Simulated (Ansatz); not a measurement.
**Counterpoise correction, worked out**

The pair of SiH₄ (SMILES [SiH4], atoms 1–5) and CH₃Cl (SMILES CCl, atoms 6–10), both closed shells, in one local arrangement (a lower one may exist), relaxed at PBE0-D4/def2-TZVP:

Si1  (0.077, 0.195, -1.932)
H2  (-0.269, 1.326, -1.035)
H3  (-0.583, 0.408, -3.248)
H4  (-0.424, -1.074, -1.345)
H5  (1.545, 0.125, -2.124)
C6  (-0.207, -0.184, 1.987)
Cl7  (1.456, -0.329, 1.389)
H8  (-0.834, -0.883, 1.438)
H9  (-0.546, 0.836, 1.822)
H10  (-0.215, -0.420, 3.048)
(Å)

Program: Ansatz 0.2.0. Basis: def2-TZVPPD. Cores are frozen in the correlated methods.

CCSD(T) total energies in eV:

| system | geometry | basis functions | energy |
| --- | --- | --- | --- |
| pair | pair | all | -21524.28522 |
| SiH₄ | as in the pair | all (partner as ghosts) | -7930.39022 |
| CH₃Cl | as in the pair | all (partner as ghosts) | -13593.83680 |
| SiH₄ | as in the pair | its own | -7930.38446 |
| CH₃Cl | as in the pair | its own | -13593.82585 |
| SiH₄ | free (PBE0-D4 minimum) | its own | -7930.38537 |
| CH₃Cl | free (PBE0-D4 minimum) | its own | -13593.82579 |

Q: Work out the interaction energy with and without the counterpoise correction, the superposition error, and the binding energy from the relaxed fragments.

A: Without correction: -21524.28522 − (-7930.38446) − (-13593.82585) = -0.07491 eV.
With correction (each fragment in the whole basis): -21524.28522 − (-7930.39022) − (-13593.83680) = -0.05820 eV = -1.34 kcal/mol.
The superposition error is the difference, 0.01671 eV, 22 % of the uncorrected value: each fragment borrows its partner's functions.
Deformation from the free shapes: 0.00091 eV for SiH₄ and -0.00006 eV for CH₃Cl (a small negative value is possible, since the free shapes are minima of another method).
Binding energy from relaxed fragments: -0.05820 + 0.00091 + (-0.00006) = -0.05735 eV = -1.32 kcal/mol (electronic, without zero-point energy; negative means bound). For comparison, the corrected interaction energy by CCSD(T) at an estimated basis limit (MP2 extrapolated from triple and quadruple zeta, plus CCSD(T) − MP2 in triple zeta) is -0.073 eV; triple zeta with the correction binds less.

T1 diagnostic: at most 0.011.

For scale, one of the runs: CCSD(T)/def2-TZVPPD, 255 basis functions, launched by `ansatz run in.yaml --threads 4 --pin off --events-out ev --progress --plain --max-ram 9574MiB`. Time: 89 s of wall clock on 4 CPU threads of an Arm Neoverse V1; the host was shared. Peak host memory: 5.3 GiB.
